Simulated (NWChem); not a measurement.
# Extrapolating the CCSD correlation energy of chlorine (Cl2)

```xyz
2

Cl     0.0000     0.0000     1.0128
Cl     0.0000     0.0000    -1.0128
```
Charge 0, spin multiplicity 1.

All runs are NWChem calculations. All single points use one geometry, from PBE0/def2-SVP, a minimum by its harmonic frequencies.

The correlated methods keep 10 core orbitals frozen. No row is a measurement; the coupled-cluster row has its own basis-set and correlation limits.

Worked example. The CCSD correlation energy is -296.81 mHa in cc-pVDZ and -411.03 mHa in cc-pVTZ. The form E(X) = E∞ + A/X³ turns the pair into an estimate of the basis-set limit.

E∞ = (3³·(-411.03) − 2³·(-296.81))/(3³ − 2³) = -459.1 mHa. The larger basis holds 90 % of that. This is a two-point estimate, and a rough one from so small a pair.
